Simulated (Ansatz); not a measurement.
Geometry optimisation, RKS PBE-D4/def2-SVP in Ansatz 0.2.0.

input.yaml

```yaml
crystal:
  periodic: [false, false, false]
  atoms:
    - { symbol: C, position_ang: [-0.24654, 0.42218, -0.22313] }
    - { symbol: C, position_ang: [0.24041, -0.79668, 0.26798] }
    - { symbol: Si, position_ang: [1.48556, -1.60416, 1.21823] }
    - { symbol: H, position_ang: [-1.11022, -0.06095, -0.74046] }
    - { symbol: H, position_ang: [0.32345, 0.9189, -1.01422] }
    - { symbol: H, position_ang: [-0.69265, 1.12072, 0.49159] }
total_charge: 1
basis:
  gaussian: { orbitals: def2-SVP }
hamiltonian:
  xc: pbe
  dispersion: d4
relax:
  f_tol: 0.015
  max_steps: 40
output:
  orbitals: {}
```

Run as:

```bash
$ ansatz run input.yaml --threads 1 --pin off --max-ram 2048MiB --backend cpu --events-out ev --progress --plain --runs-dir out
```

Task: Where does it end, and by what steps?

Result: The run converged. After 29 steps the energy has fallen by 2.698 eV; H4 moved furthest, 1.79 Å. Parted: C1–H4 (1.12 → 2.20 Å). Joined: C1–Si3 (3.03 → 2.20 Å), C2–H4 (1.84 → 1.10 Å).

```json
{"step": "0", "energy less start (eV)": "0.0000", "largest force component (eV/Å)": "0.899", "accepted": "yes"}
{"step": "2", "energy less start (eV)": "-0.1870", "largest force component (eV/Å)": "0.495", "accepted": "yes"}
{"step": "4", "energy less start (eV)": "-0.2396", "largest force component (eV/Å)": "0.683", "accepted": "yes"}
{"step": "6", "energy less start (eV)": "-0.3709", "largest force component (eV/Å)": "0.530", "accepted": "yes"}
{"step": "8", "energy less start (eV)": "-0.4518", "largest force component (eV/Å)": "1.293", "accepted": "yes"}
{"step": "10", "energy less start (eV)": "-0.5771", "largest force component (eV/Å)": "0.546", "accepted": "yes"}
{"step": "12", "energy less start (eV)": "-1.0354", "largest force component (eV/Å)": "1.249", "accepted": "yes"}
{"step": "14", "energy less start (eV)": "-1.6714", "largest force component (eV/Å)": "2.133", "accepted": "yes"}
{"step": "16", "energy less start (eV)": "-2.0874", "largest force component (eV/Å)": "2.041", "accepted": "yes"}
{"step": "18", "energy less start (eV)": "-2.4494", "largest force component (eV/Å)": "0.753", "accepted": "yes"}
{"step": "20", "energy less start (eV)": "-2.4911", "largest force component (eV/Å)": "0.499", "accepted": "yes"}
{"step": "22", "energy less start (eV)": "-2.5320", "largest force component (eV/Å)": "0.188", "accepted": "yes"}
{"step": "24", "energy less start (eV)": "-2.6507", "largest force component (eV/Å)": "0.861", "accepted": "yes"}
{"step": "26", "energy less start (eV)": "-2.6970", "largest force component (eV/Å)": "0.207", "accepted": "yes"}
{"step": "28", "energy less start (eV)": "-2.6979", "largest force component (eV/Å)": "0.026", "accepted": "yes"}
{"step": "29", "energy less start (eV)": "-2.6980", "largest force component (eV/Å)": "0.005", "accepted": "yes"}
```

```xyz
6
Properties=species:S:1:pos:R:3
C -0.116 0.537 -0.186
C -0.264 -0.714 0.316
Si 1.536 -0.884 0.087
H -1.195 -1.192 0.651
H 0.916 0.927 -0.504
H -0.877 1.326 -0.363
```

Whether the end is a true minimum wasn't checked by a vibrational analysis.

The run took 70 s on 1 thread of AMD EPYC (Zen 3) (shared host), peak memory 0.12 GiB.
